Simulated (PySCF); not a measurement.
Isomers of C5H9N. Computed with TDDFT PBE0/def2-SVPD, vertical, gas phase, core orbitals frozen in the response (PySCF). Geometries: GFN2-xTB; one conformer of each isolated species. Triplets are in the Tamm–Dancoff approximation.

A. `CC(C)CC#N`
B. `CCCCC#N`
C. `C(=C=CC)CN`
D. `C(N=C)CC=C`

Lowest singlet levels (six at most, fewer where fewer were computed) with oscillator strengths:

1. 7.88 eV (f 0.000); 8.18 eV (f 0.009); 8.22 eV (f 0.002); 8.64 eV (f 0.008); 8.73 eV (f 0.001); 9.05 eV (f 0.008); T1 6.47 eV
2. 7.85 eV (f 0.000); 8.17 eV (f 0.011); 8.20 eV (f 0.002); 8.69 eV (f 0.004); 8.81 eV (f 0.022); 8.84 eV (f 0.005); T1 6.47 eV
3. 4.88 eV (f 0.001); 6.15 eV (f 0.043); 6.59 eV (f 0.001); 7.28 eV (f 0.077); 7.31 eV (f 0.183); 7.41 eV (f 0.087); T1 4.03 eV
4. 5.62 eV (f 0.012); 5.80 eV (f 0.002); 6.36 eV (f 0.006); 6.58 eV (f 0.187); 6.75 eV (f 0.162); 6.88 eV (f 0.020); T1 4.52 eV

Question: Which spectrum belongs to which structure?

Answer: 1 = A, 2 = B, 3 = D, 4 = C.
- A: S1 at 7.88 eV, HOMO-1→LUMO+2 (34%), HOMO→LUMO+1 (30%), HOMO-1→LUMO (20%); Löwdin shares by element: HOMO carbon 47% or more, nitrogen 36% (atoms not listed hold the other 16%); LUMO carbon 40% or more, hydrogen 9% or more (atoms not listed hold the other 52%); HOMO -9.22 and LUMO 0.35 eV.
- B: S1 at 7.85 eV, HOMO→LUMO (28%), HOMO→LUMO+3 (17%), HOMO-1→LUMO (11%); Löwdin shares by element: HOMO carbon 41% or more, nitrogen 33% (atoms not listed hold the other 26%); LUMO carbon 40% or more, hydrogen 10% or more (atoms not listed hold the other 51%); HOMO -9.20 and LUMO 0.35 eV.
- C: S1 at 5.62 eV, HOMO→LUMO (64%), HOMO-1→LUMO (15%), HOMO→LUMO+1 (11%); Löwdin shares by element: HOMO nitrogen 43%, carbon 34% or more (atoms not listed hold the other 23%); LUMO carbon 58% or more (atoms not listed hold the other 42%); HOMO -6.67 and LUMO 0.27 eV.
- D: S1 at 4.88 eV, HOMO→LUMO (97%); Löwdin shares by element: HOMO nitrogen 59%, carbon 24% or more, hydrogen 6% or more; LUMO carbon 35% or more, nitrogen 34%, hydrogen 15% or more (atoms not listed hold the other 16%); HOMO -7.30 and LUMO -0.42 eV.
A and B have S1 within 0.03 eV of each other; their strongest listed levels stand at 8.18 eV (f 0.009) and 8.81 eV (f 0.022).
